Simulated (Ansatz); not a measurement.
Ansatz (an electronic-structure program) input (PBE/def2-TZVPD):

Ansatz 0.2 input:
```yaml
crystal:
  periodic: [false, false, false]
  atoms:
    - {symbol: C, position_ang: [-0.00000000, -0.00000000, -0.16050164]}
    - {symbol: H, position_ang: [0.00000000, 0.00000000, 0.96300985]}
basis:
  gaussian:
    orbitals: def2-TZVPD
hamiltonian:
  xc: {name: PBE}
total_charge: -1
magnetization: {spin_polarized: true, initial_magnetization: 2}
```

End of the output:

```
integrals: 0.00 GiB planned
225 factors; their error is unknown
mean field: 0.08 GiB planned
mean field evaluation 1: about -1046.6754 eV, gradient 7.6e0 eV
mean field evaluation 2: about -1046.3095 eV, gradient 1.1e1 eV
mean field evaluation 4: about -1047.0132 eV, gradient 4.0e-1 eV
mean field evaluation 8: about -1047.0076 eV, gradient 3.5e-3 eV
mean field -1047.00762069 eV, -38.4768203730 hartree, gradient 2.9e-6 eV, S^2 2.007397; 0 other end points of the search recorded, 0 dependent functions left out
reference -1047.00765232 eV, -38.4768215355 hartree; 5, 3 occupied and 41, 43 virtual orbitals, 225 factors
Total energy: -1047.00765232 eV, -38.4768215355 hartree
```

This state (charge -1, triplet) is run at the relaxed geometry of the species with charge 0 and multiplicity 2.
